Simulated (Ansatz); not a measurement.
# PH₃O₄: two torsions

A grid of calculations on H3O4P, SMILES O=P(O)(O)O, to see where the energy is lowest and how it rises around there.

Program: Ansatz 0.2.0. Level of theory: RKS PBE-D4/def2-SVP. These are calculated values, not measurements.

### 1 Where the work starts

SMILES `O=P(O)(O)O`, 8 atoms, charge 0, spin multiplicity 1.

Atoms are counted from 1 here; the program's logs count them from 0.

Bond lengths: O1–P2 1.495 Å, P2–O3 1.627 Å, P2–O4 1.628 Å, P2–O5 1.628 Å, O3–H6 0.977 Å, O4–H7 0.977 Å, O5–H8 0.977 Å. Angles: O1–P2–O3 116.9°, O1–P2–O4 116.7°, O1–P2–O5 116.7°, O3–P2–O4 101.3°, O3–P2–O5 101.2°, O4–P2–O5 101.4°, P2–O3–H6 109.3°, P2–O4–H7 109.2°, P2–O5–H8 109.2°.

Coordinates:

```xyz
8

O    -1.3169    0.4589    0.9013
P    -0.1310    0.0445    0.0910
O     1.2681   -0.1730    0.8935
O     0.3365    1.0576   -1.0941
O    -0.2534   -1.3617   -0.7193
H     1.3350    0.4877    1.6102
H    -0.4531    1.4761   -1.4894
H    -0.7853   -1.9902   -0.1932
```

This geometry comes from a loose relaxation at PBE in a small basis, which is not shown.

### 3 The grid

First coordinate, dihedral O3–P2–O4–H7: 18 values from −180 to 160 °, periodic. Second coordinate, dihedral O4–P2–O3–H6: 18 values from −180 to 160 °, periodic.

Nothing else is relaxed (all other coordinates rigid). Energies count from the relaxed molecule at the same level.

(The set-up runs are not shown.)

### 4 The run at dihedral O3–P2–O4–H7 = 120°, dihedral O4–P2–O3–H6 = −80°

File input.yaml:

```yaml
crystal:
  periodic: [false, false, false]
  atoms:
    - { symbol: O, position_ang: [-1.313407, 0.458939, 0.90008] }
    - { symbol: P, position_ang: [-0.128548, 0.044043, 0.088946] }
    - { symbol: O, position_ang: [1.271341, -0.169793, 0.891406] }
    - { symbol: O, position_ang: [0.335683, 1.05571, -1.098866] }
    - { symbol: O, position_ang: [-0.251424, -1.364115, -0.718204] }
    - { symbol: H, position_ang: [1.81671, -0.826726, 0.415871] }
    - { symbol: H, position_ang: [0.167463, 0.632848, -1.963716] }
    - { symbol: H, position_ang: [-0.788097, -1.988581, -0.191796] }
basis:
  gaussian: { orbitals: def2-SVP }
hamiltonian:
  xc: pbe
  dispersion: d4
output:
  forces: true
```

Started as:

```sh
ansatz run input.yaml --threads 1 --pin off --max-ram 2560MiB --backend cpu --events-out ev --progress --plain --runs-dir out
```

The session goes on with these runs: the other points that were computed.

Q: Predict the outcome of this session. Wanted: lowest point; highest computed point; largest force on an atom.

As calculated:

| quantity | value |
| --- | --- |
| lowest point | dihedral O3–P2–O4–H7 = −160°, dihedral O4–P2–O3–H6 = 100°, 17 cm⁻¹ |
| highest computed point | dihedral O3–P2–O4–H7 = 0°, dihedral O4–P2–O3–H6 = 0°, 4039 cm⁻¹ above the lowest |
| largest force on an atom (eV/Å) | 0.06 at dihedral O3–P2–O4–H7 = −160°, dihedral O4–P2–O3–H6 = 100° to 0.94 at dihedral O3–P2–O4–H7 = 80°, dihedral O4–P2–O3–H6 = −120°; 0.06 at the lowest point |
| time for the whole task | 13 min on 1 thread, shared host |

In words: The lowest computed point is at dihedral O3–P2–O4–H7 = −160°, dihedral O4–P2–O3–H6 = 100°, 17 cm⁻¹ from the relaxed molecule at the same level. Higher local minima lie near dihedral O3–P2–O4–H7 = 40°, dihedral O4–P2–O3–H6 = 100° (561 cm⁻¹ above the lowest at that grid point); dihedral O3–P2–O4–H7 = −160°, dihedral O4–P2–O3–H6 = −60° (590 cm⁻¹ above the lowest at that grid point). The highest computed point, dihedral O3–P2–O4–H7 = 0°, dihedral O4–P2–O3–H6 = 0°, lies 4039 cm⁻¹ above the lowest. On the interpolated surface the easiest way out of the lowest well to the well at dihedral O3–P2–O4–H7 = 40°, dihedral O4–P2–O3–H6 = 100° passes a barrier of about 730 cm⁻¹. Round the minimum the valley is somewhat tilted: raising dihedral O3–P2–O4–H7 shifts the best value of dihedral O4–P2–O3–H6 downwards (coupling k₁₂/√(k₁₁k₂₂) about 0.2).
